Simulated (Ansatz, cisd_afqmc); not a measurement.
Species: C3H6, charge 0, singlet. C3H6 (SMILES C1CC1).
B3LYP-D3(BJ)/def2-TZVP minimum from Ansatz (a quantum-chemistry and plane-wave program):
```
C
H 1 1.0816
H 1 1.0816 2 114.23
C 1 1.5034 2 118.05 3 -145.49
H 4 1.0816 1 118.05 2 0.00
H 4 1.0816 5 114.23 1 -145.49
C 1 1.5034 2 118.05 3 145.49
H 7 1.0816 1 118.05 2 -144.17
H 7 1.0816 8 114.23 1 -145.49
```
Charge 0, spin multiplicity 1.

Total energies in cc-pVDZ, 18 correlated electrons, 3 frozen orbitals. Open shells are spin-unrestricted; no spin-orbit coupling. Correlated methods leave the cores frozen. No relativity. The Monte Carlo rows (phaseless AFQMC, CISD trial, step 0.005/hartree) carry one-sigma bars that omit the constraint's bias. Outlying blocks are dropped, and bars are widened where a walk drifts. Over all cases where full CI ran beside it in this data, AFQMC minus full CI had a median of +0.1 mEh and passed +0.4 mEh in a tenth of the cases.

```csv
method,program,energy (Eh),minus CCSDT(Q) (mEh)
HF,Ansatz,-117.06727,477.26
MP2,Ansatz,-117.49047,54.06
CCSD,Ansatz,-117.52919,15.35
CCSD(T),Ansatz,-117.54307,1.47
CCSDT(Q),Ansatz,-117.54454,0.00
AFQMC/CISD,cisd_afqmc,-117.5446 ± 0.0004,0.0 ± 0.4
```

Rough core times of Ansatz's runs on a shared machine: CCSD(T) under 20 s, CCSDT(Q) 2 min.
